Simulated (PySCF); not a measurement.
This PySCF input (PBE0/def2-TZVPP) gives -1.16849 Eh with 28 basis functions.

```python
import numpy as np, basis_set_exchange as bse
from pyscf import gto, scf, dft, df

basis = {'H': gto.basis.parse(bse.get_basis('def2-TZVPP', elements=['H'], fmt='nwchem'))}
mol = gto.M(
    atom='''
    H    -0.00000000   -0.00000000   -0.37201156
    H     0.00000000    0.00000000    0.37201156
    ''',
    basis=basis,
    charge=0,
    verbose=4,
    max_memory=8640,
)
mf = dft.RKS(mol, xc='pbe0')
mf.grids.level = 3
mf = mf.density_fit(auxbasis=df.autoaux(mol))
mf.conv_tol = 1e-9
mf.max_cycle = 100
print('smallest overlap eigenvalue', np.linalg.eigvalsh(mol.intor('int1e_ovlp'))[0])
mf.kernel()
dip = mf.dip_moment()
```

Change:
```diff
- basis = {'H': gto.basis.parse(bse.get_basis('def2-TZVPP', elements=['H'], fmt='nwchem'))}
+ basis = {'H': gto.basis.parse(bse.get_basis('def2-SVP', elements=['H'], fmt='nwchem'))}
```

Q: What does the run give now?

A: -1.16358 Eh (PBE0/def2-SVP, 10 functions), a change of +4.91 mEh.
